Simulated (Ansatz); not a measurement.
**SiCO+ (quartet): wave-function methods side by side, def2-QZVPP**

The task here is to estimate one member of a computed series from the others.

Method: def2-QZVPP, core rule «outside noble gas», up to 7 orbitals frozen; program: Ansatz 0.2.0, Gaussian basis.

To be run: UHF; ROHF; CCSD(T) on UHF.

2 further runs of the same task are left out: 2 set aside as unsound or not needed.

## The geometry

The geometry is a PBE0/def2-TZVP stationary point (not a proven minimum) of the parent state, kept for this charge and spin.

3 atoms, charge 1, spin multiplicity 4.

Atoms are counted from 1 here; the program's logs count them from 0.

Bond lengths: O1–C2 1.153 Å, C2–Si3 1.807 Å. Angles: O1–C2–Si3 180.0°.

The first run:

Input file in.yaml:

```yaml
crystal:
  periodic: [false, false, false]
  atoms:
    - {symbol: O, position_ang: [0.000000, 0.000000, -1.370973]}
    - {symbol: C, position_ang: [0.000000, 0.000000, -0.218248]}
    - {symbol: Si, position_ang: [0.000000, 0.000000, 1.589221]}
basis:
  gaussian: {orbitals: "def2-QZVPP.json"}
total_charge: 1
magnetization: {spin_polarized: true, initial_magnetization: 3}
hamiltonian: {xc: hf}
output: {orbitals: {seedname: orbitals}}
```

Run with:

```console
$ ansatz run in.yaml --threads 1 --pin off --events-out ev --progress --plain --max-ram 2393MiB
```

Steps of the session up to this table: UHF; ROHF; CCSD(T) on UHF.

One of the session's tables, all rows but one given; the rest of the session is left out.

| method | from UCCSD(T) (kcal/mol) |
| --- | --- |
| ROHF | +290.55 |
| UHF | +288.52 |
| UMP2 | ? |
| UCCSD | +15.28 |
| UCCSD(T) | 0 |

Q: Estimate the row for UMP2 from the others.

The run gave: from UCCSD(T) (kcal/mol): +18.74. In the column «from UCCSD(T) (kcal/mol)» it lies between UCCSD (+15.28) and UHF (+288.52).
